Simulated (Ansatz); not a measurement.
Energy needed to pull apart C2H6O, closed shell, into free ground-state atoms, from the structure below (displaced at random from its PBE0-D4/def2-TZVP minimum); no zero-point or spin–orbit terms; open-shell atoms are treated unrestricted, in their ground-state multiplicity.

```xyz
9
angstrom
C -0.3875 0.7100 -0.7794
O 0.5799 -0.2110 -0.5905
C 0.3349 -0.8932 0.6032
H -1.3065 0.4786 -0.6493
H -0.3437 1.4642 -1.5064
H -0.4904 1.5304 0.2964
H -0.4947 -1.2631 0.5587
H 1.2736 -1.5540 0.6733
H 0.7196 -0.3021 1.4058
```

Program: Ansatz 0.2.0. Basis: def2-TZVPP. Cores are frozen in the correlated methods.

| method | atomization energy (kJ/mol) |
| --- | --- |
| PBE-D4 | ? |
| r2SCAN-D4 | 3069 |
| PBE0-D4 | ? |
| wB97M-V | 3074 |
| HF | 2162 |
| MP2 | 3018 |
| CCSD | 2949 |
| CCSD(T) | 2990 |

(1) What does PBE-D4 give? (Judge from chemistry; the value comes from the calculation.)

(2) What does PBE0-D4 give? (To be estimated.)

The T1 diagnostic stays at or below 0.011.

## Answers

(1) By the calculation: 3128 kJ/mol, which is about 138 kJ/mol more than CCSD(T)/def2-TZVPP.

(2) Computed: 3068 kJ/mol, which is about 78 kJ/mol more than CCSD(T)/def2-TZVPP.

In triple zeta the MP2 and coupled-cluster atomization energies are still short of their basis limit by a few kcal/mol a bond, whereas those of the functionals are nearly converged, so these differences are not deviations from converged CCSD(T).

For scale, one of the runs: CCSD(T)/def2-TZVPP forces, 177 basis functions (an equivalent command: `ansatz run in.yaml --threads 2`). The run took 5.2 min on 2 CPU threads (shared host), with 3.2 GiB of host memory at its peak.
